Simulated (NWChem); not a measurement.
System: F anion

The following NWChem deck was run.

```
start job
memory heap 200 mb stack 900 mb global 1100 mb
charge -1
geometry units angstroms noautoz
  F      0.000000     0.000000     0.000000
end
basis spherical
  F library 3-21g
end
dft
  xc xpbe96 cpbe96
  iterations 150
  mulliken
end
task dft energy
```

Output (shortened):

```
             Northwest Computational Chemistry Package (NWChem) 7.3.0
             --------------------------------------------------------

                             Geometry "geometry" -> ""
                             -------------------------

 Output coordinates in angstroms (scale by  1.889725989 to convert to a.u.)

  No.       Tag          Charge          X              Y              Z
 ---- ---------------- ---------- -------------- -------------- --------------
    1 F                    9.0000     0.00000000     0.00000000     0.00000000

 Effective nuclear repulsion energy (a.u.)       0.0000000000

  pbe96 is a nonlocal functional; adding pw91lda local functional.

                                 NWChem DFT Module
                                 -----------------

 Summary of "ao basis" -> "ao basis" (spherical)
 ------------------------------------------------------------------------------
       Tag                 Description            Shells   Functions and Types
 ---------------- ------------------------------  ------  ---------------------
 F                           3-21g                   5        9   3s2p

            General Information
            -------------------
          SCF calculation type: DFT
          Wavefunction type:  closed shell.
          No. of atoms     :     1
          No. of electrons :    10
           Alpha electrons :     5
            Beta electrons :     5
          Charge           :    -1
          Spin multiplicity:     1
          Use of symmetry is: off; symmetry adaption is: off
          Maximum number of iterations: 150
          AO basis - number of functions:     9
                     number of shells:     5
          Convergence on energy requested:  1.00D-06
          Convergence on density requested:  1.00D-05
          Convergence on gradient requested:  5.00D-04

              XC Information
              --------------
          PerdewBurkeErnzerhof Exchange Functional  1.000
            Perdew 1991 LDA Correlation Functional  1.000 local
           PerdewBurkeErnz. Correlation Functional  1.000 non-local

             Grid Information
             ----------------
          Grid used for XC integration:  medium
          Radial quadrature: Mura-Knowles
          Angular quadrature: Lebedev.
          Tag              B.-S. Rad. Rad. Pts. Rad. Cut. Ang. Pts.
          ---              ---------- --------- --------- ---------
          F                   0.50       49           3.0       434
          Grid pruning is: on
          Number of quadrature shells:    49
          Spatial weights used:  Erf1

      Superposition of Atomic Density Guess
      -------------------------------------

 Sum of atomic energies:         -98.85735702

 Renormalizing density from       9.00 to     10

      Non-variational initial energy
      ------------------------------

 Total energy =    -104.462905
 1-e energy   =    -154.196843
 2-e energy   =      49.733937
 HOMO         =       0.259422
 LUMO         =       3.106944

     ---------------------------------------------
      Total Density - Mulliken Population Analysis
     ---------------------------------------------

    Atom       Charge   Shell Charges
 -----------   ------   -------------------------------------------------------
    1 F    9    10.00   1.98  0.35  2.10  1.67  3.90

   convergence    iter        energy       DeltaE   RMS-Dens  Diis-err
 ---------------- ----- ----------------- --------- --------- ---------
 d= 0,ls=0.0,diis     1    -98.9487447944 -9.89D+01  7.90D-02  1.58D+00
 d= 0,ls=0.0,diis     2    -98.9544929138 -5.75D-03  3.85D-02  1.58D+00
 d= 0,ls=0.0,diis     3    -99.0425439643 -8.81D-02  3.55D-04  1.30D-04
 d= 0,ls=0.0,diis     4    -99.0425514163 -7.45D-06  2.80D-06  8.01D-09
 d= 0,ls=0.0,diis     5    -99.0425514167 -4.56D-10  8.60D-09  7.54D-14

         Total DFT energy =      -99.042551416750
      One electron energy =     -145.023806080419
           Coulomb energy =       56.808008542791
    Exchange-Corr. energy =      -10.826753879122
 Nuclear repulsion energy =        0.000000000000

 Numeric. integr. density =       10.000000268679

                       DFT Final Molecular Orbital Analysis
                       ------------------------------------

 Vector    3  Occ=2.000000D+00  E= 3.456694D-01
              MO Center= -2.7D-16,  5.5D-17,  6.8D-18, r^2= 4.2D-01
   Bfn.  Coefficient  Atom+Function         Bfn.  Coefficient  Atom+Function
  ----- ------------  ---------------      ----- ------------  ---------------
     7      0.634347  1 F  px                 3      0.497558  1 F  px
     8     -0.131411  1 F  py                 4     -0.103074  1 F  py

 Vector    4  Occ=2.000000D+00  E= 3.456694D-01
              MO Center= -1.7D-17, -8.6D-17,  1.2D-17, r^2= 4.2D-01
   Bfn.  Coefficient  Atom+Function         Bfn.  Coefficient  Atom+Function
  ----- ------------  ---------------      ----- ------------  ---------------
     8      0.629393  1 F  py                 4      0.493672  1 F  py
     7      0.128177  1 F  px                 3      0.100537  1 F  px
     9     -0.085828  1 F  pz                 5     -0.067321  1 F  pz

 Vector    5  Occ=2.000000D+00  E= 3.456694D-01
              MO Center= -2.3D-18, -5.6D-18, -4.5D-17, r^2= 4.2D-01
   Bfn.  Coefficient  Atom+Function         Bfn.  Coefficient  Atom+Function
  ----- ------------  ---------------      ----- ------------  ---------------
     9      0.642105  1 F  pz                 5      0.503643  1 F  pz
     8      0.080790  1 F  py                 4      0.063369  1 F  py
     7      0.033252  1 F  px                 3      0.026082  1 F  px

 Vector    6  Occ=0.000000D+00  E= 2.349922D+00
              MO Center=  2.5D-16,  3.6D-17,  7.2D-17, r^2= 5.5D-01
   Bfn.  Coefficient  Atom+Function         Bfn.  Coefficient  Atom+Function
  ----- ------------  ---------------      ----- ------------  ---------------
     3      0.978384  1 F  px                 7     -0.900338  1 F  px
     5      0.279881  1 F  pz                 9     -0.257555  1 F  pz
     4      0.138876  1 F  py                 8     -0.127798  1 F  py

 Vector    7  Occ=0.000000D+00  E= 2.349922D+00
              MO Center= -8.3D-18,  2.7D-17,  1.5D-17, r^2= 5.5D-01
   Bfn.  Coefficient  Atom+Function         Bfn.  Coefficient  Atom+Function
  ----- ------------  ---------------      ----- ------------  ---------------
     4      0.868940  1 F  py                 8     -0.799625  1 F  py
     5      0.481313  1 F  pz                 9     -0.442918  1 F  pz
     3     -0.261028  1 F  px                 7      0.240205  1 F  px

 Vector    8  Occ=0.000000D+00  E= 2.349922D+00
              MO Center= -1.0D-17, -3.2D-17,  5.2D-17, r^2= 5.5D-01
   Bfn.  Coefficient  Atom+Function         Bfn.  Coefficient  Atom+Function
  ----- ------------  ---------------      ----- ------------  ---------------
     5      0.863052  1 F  pz                 9     -0.794206  1 F  pz
     4     -0.529633  1 F  py                 8      0.487384  1 F  py
     3     -0.171710  1 F  px                 7      0.158013  1 F  px

     ---------------------------------------------
      Total Density - Mulliken Population Analysis
     ---------------------------------------------

    Atom       Charge   Shell Charges
 -----------   ------   -------------------------------------------------------
    1 F    9    10.00   1.98  0.40  2.52  1.62  3.48

     -------------------------------------------
      Total Density - Lowdin Population Analysis
     -------------------------------------------

    Atom       Charge   Shell Charges
 -----------   ------   -------------------------------------------------------
    1 F    9    10.00   1.98  0.58  2.58  1.44  3.42
```

Level: PBE/3-21G. Sets without diffuse functions describe the anion's extra electron poorly. The highest occupied level is positive, so the extra electron may be held by the finite basis.
